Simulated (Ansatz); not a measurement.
B20 (FeSi-type) RuSi was calculated with LDA (PAW; Ansatz, a first-principles code).

Numerical settings: plane-wave cutoff 520 eV, 8×8×8 k mesh, Fermi–Dirac smearing 0.01 eV, no spin polarisation, scalar-relativistic PAW data made under PBE.

Starting structure:

```yaml
crystal:
  lattice:
    - [4.70000, 0.00000, 0.00000]
    - [0.00000, 4.70000, 0.00000]
    - [0.00000, 0.00000, 4.70000]
  atoms:
    - { symbol: Si, position: [0.16200, 0.33800, 0.66200] }
    - { symbol: Si, position: [0.66200, 0.16200, 0.33800] }
    - { symbol: Si, position: [0.83800, 0.83800, 0.83800] }
    - { symbol: Si, position: [0.33800, 0.66200, 0.16200] }
    - { symbol: Ru, position: [0.87200, 0.62800, 0.37200] }
    - { symbol: Ru, position: [0.37200, 0.87200, 0.62800] }
    - { symbol: Ru, position: [0.12800, 0.12800, 0.12800] }
    - { symbol: Ru, position: [0.62800, 0.37200, 0.87200] }
```

Task: Into what structure does the relaxation of cell and atoms lead at this level, with the symmetry of the start kept?

Result: The volume decreases by 2.3 %; final space group P2_13.
```yaml
crystal:
  lattice:
    - [4.66374, 0.00000, 0.00000]
    - [0.00000, 4.66374, 0.00000]
    - [0.00000, 0.00000, 4.66374]
  atoms:
    - { symbol: Si, position: [0.16195, 0.33805, 0.66195] }
    - { symbol: Si, position: [0.66195, 0.16195, 0.33805] }
    - { symbol: Si, position: [0.83805, 0.83805, 0.83805] }
    - { symbol: Si, position: [0.33805, 0.66195, 0.16195] }
    - { symbol: Ru, position: [0.86924, 0.63076, 0.36924] }
    - { symbol: Ru, position: [0.36924, 0.86924, 0.63076] }
    - { symbol: Ru, position: [0.13076, 0.13076, 0.13076] }
    - { symbol: Ru, position: [0.63076, 0.36924, 0.86924] }
```
